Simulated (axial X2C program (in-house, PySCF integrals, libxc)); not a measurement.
**NBN⁺: bond lengths and stretches, held linear**

One table from this session's results is given with a row withheld; the runs are named, their logs left out.

Program: an in-house X2C program for linear molecules on PySCF integrals. Level of theory: all-electron X2C, two-component (2c) or spin-free, N dyall-av3z, B dyall-v3z. These are calculated values, not measurements.

All values are calculated.

2 further runs of the same task are left out: 2 set aside as unsound or not needed.

The first run:

task.json

```json
{"zs": [7, 5, 7], "q": 1, "bas": ["dyall-av3z", "dyall-v3z", "dyall-av3z"], "r0": [1.38, 1.38], "symm": 1, "scan": ["PBE0", "HF", "PBE"], "levels": ["PBE0", "HF", "r2SCAN"], "nst": 2}
```

Keys: zs atomic numbers; q charge; bas basis sets; r0 starting distance in Å; symm equal bonds; scan levels of the two-bond scan (MP2 follows by itself at each HF point); levels methods; nst determinants followed.

Run with:

```
$ python solin.py task.json out
```

Masses N 14.003, B 11.009, N 14.003 u.

Among the steps run: Scan at PBE0, 2c; Scan at HF, 2c; Scan at PBE, 2c.

One of the session's tables, all rows but one given; the rest of the session is left out.

| level | r(N–B) (Å) | r(B–N) (Å) | lower stretch (cm⁻¹) | upper stretch (cm⁻¹) |
| --- | --- | --- | --- | --- |
| PBE0, 2c | 1.444 | 1.444 | 815.9 | 1471.7 |
| HF, 2c | 1.428 | 1.428 | 841.4 | 1502.8 |
| PBE, 2c | ? | ? | ? | ? |
| MP2, 2c | 1.443 | 1.443 | 828.0 | 1488.4 |
| PBE0, spin-free | 1.444 | 1.444 | 816.0 | 1471.7 |
| HF, spin-free | 1.428 | 1.428 | 841.4 | 1502.8 |
| PBE, spin-free | 1.461 | 1.461 | 781.3 | 1419.0 |
| MP2, spin-free | 1.443 | 1.443 | 828.0 | 1488.4 |

Q: Estimate the row for PBE, 2c from the others.

**Answer.** r(N–B) (Å): 1.461; r(B–N) (Å): 1.461; lower stretch (cm⁻¹): 781.2; upper stretch (cm⁻¹): 1418.9.

Scans not shown above were run alike.

In words: Over the levels the N–B bond spans 1.428 to 1.461 Å and the B–N bond 1.428 to 1.461 Å. At PBE0 spin–orbit coupling leaves both bonds unchanged to 0.001 Å. Each state is one determinant, the lowest of a limited PBE0 search; the stretches come from a fit to few points and are good to some per cent at best. MP2 freezes inner shells (threshold -2 hartree). The molecule was held linear; bending was not examined, so a bent shape may lie lower. Open-shell Ω = 0 determinants with evenly filled partner blocks cannot be reached by this program, so the Ω shown need not be the lowest component. Note: several unpaired electrons, one determinant need not be a pure state.
